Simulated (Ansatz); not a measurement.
## Scan of [CH3···H···H], doublet

Starting geometry:

```xyz
6

C    -0.1377    0.0000    0.0000
H    -0.5009    1.0273    0.0000
H    -0.5009   -0.5137    0.8897
H    -0.5009   -0.5137   -0.8897
H     0.9519    0.0000    0.0000
H     2.1913    0.0000    0.0000
```

From there H5 is moved from one fragment to the other while all else, the fragments' distance too, stays fixed; atoms are numbered as listed. Energies are in kcal/mol, counted from the starting geometry at the same level. Kohn–Sham curves are unrestricted where that lies lower.

Basis 6-31G; Ansatz 0.2.0. Correlated methods freeze the noble-gas cores.

In so small a basis the reference is far from its limit while semilocal and hybrid functionals are nearer theirs (RPA and double hybrids share much of the reference's basis error), so the functionals' errors here hold much of the reference's basis and frozen-core error, which can add to them or hide them.

Full CI is exact within this basis and frozen core; it isn't the basis-set limit.

```
distance C1-H5 (Å)  full CI   PBE  r2SCAN  PBE0  B3LYP  r2SCANh  CAM-B3LYP  wB97M-V  B2PLYP  RPA-PBE
             1.013      2.7   3.9     3.6   3.2    3.5      3.5        3.2      3.1     2.9      3.0
             1.090      0.0   0.0     0.0   0.0    0.0      0.0        0.0      0.0     0.0      0.0
             1.160      1.2  -0.1     0.2   0.6    0.3      0.4        0.6      0.7     0.9      0.9
             1.231      4.1   1.4     2.2   2.8    2.1      2.5        2.8      2.9     3.4      3.4
             1.301      7.0   3.5     4.5   5.3    4.2      5.0        5.2      5.3     6.1      6.0
             1.372      9.0   5.3     6.4   7.3    5.8      6.9        7.1      7.2     8.1      7.9
             1.443      9.7   6.6     7.4   8.5    6.7      8.0        8.1      8.1     9.0      8.6
             1.513      9.6   7.9     8.2   9.3    7.2      8.6        8.6      8.5     9.2      8.7
             1.584     10.0  10.2     9.7  10.9    8.6     10.0       10.0      9.7    10.1      9.4
```

Task: Judged by the spread of the error over the points with a reference (largest less smallest), which of these follows full CI best and which worst?

Result: Subtracting the full CI column from each: best B2PLYP (errors from -1.0 to 0.2, spread 1.2 kcal/mol), worst PBE (from -3.8 to 1.3, spread 5.0 kcal/mol). Functionals and wave-function methods converge differently with the basis, so part of this is basis effect.
